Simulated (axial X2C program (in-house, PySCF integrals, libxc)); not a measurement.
## Potential curves of SiH, two-component

Computed with an axial X2C code built on PySCF integrals. Two-component (2c) means X2C with spin–orbit coupling and atomic mean-field two-electron Coulomb and Gaunt terms. Basis: Si dyall-v3z [8s7p2d1f], H dyall-v3z [6s2p1d] (cores contracted in-house); Gaussian nuclei, density fitting, unrestricted open shells. Masses: Si 27.977 u, H 1.008 u.

State: Ω = 1/2 (⟨Sz⟩ = -0.50, ⟨Lz⟩ = 1.00 at PBE). Energies in eV from the fragments at the same level (Si + H). Fits are polynomials in 1 − R0/R over 0.85 to 1.23 times the lowest point R0.

```tsv
R (Å)	PBE	MP2
1.3363	-2.6001	-2.5868
1.3978	-2.8322	-2.7976
1.4438	-2.9399	-2.8881
1.4899	-3.0024	-2.9323
1.5360	-3.0275	-2.9384
1.5898	-3.0186	-2.9066
1.6435	-2.9771	-2.8417
1.7126	-2.8869	-2.7211
1.7971	-2.7364	-2.5332
1.9200	-2.4685	-2.2120
```

Correlated methods: 5 electrons correlated (number of frozen shells: Si 2 s, 1 p; H none), 101 virtual spin orbitals or spinors in MP2.

The state is one determinant whose occupation by symmetry is held fixed; it was picked as the lowest of a PBE0 search that is not exhaustive. Dissociation energies refer to the lowest single-determinant-based atoms at the same level and basis. Density functionals use the spin component along the axis (collinear). The 2c atoms are single determinants rather than J levels; their spin–orbit lowering is only partly caught, and De is too large by that part. This holds for PBE, MP2. The functionals have no current-density term, which raises determinants with orbital currents, atoms included. MP2 and coupled cluster on one determinant become unreliable at the stretched end.

**Question.** Fit the PBE curve near its minimum: give the equilibrium distance, the harmonic wavenumber and the well depth.

**Answer.** At PBE, 2c: Re = 1.550 Å, ωe ≈ 1940 cm⁻¹, De = 3.03 eV to Si + H; Be follows as 7.22 cm⁻¹.

**Question.** Fit the MP2 curve near its minimum: give the equilibrium distance, the harmonic wavenumber and the well depth.

**Answer.** At MP2, 2c: Re = 1.521 Å, ωe ≈ 2090 cm⁻¹, De = 2.94 eV to Si + H; Be follows as 7.49 cm⁻¹.
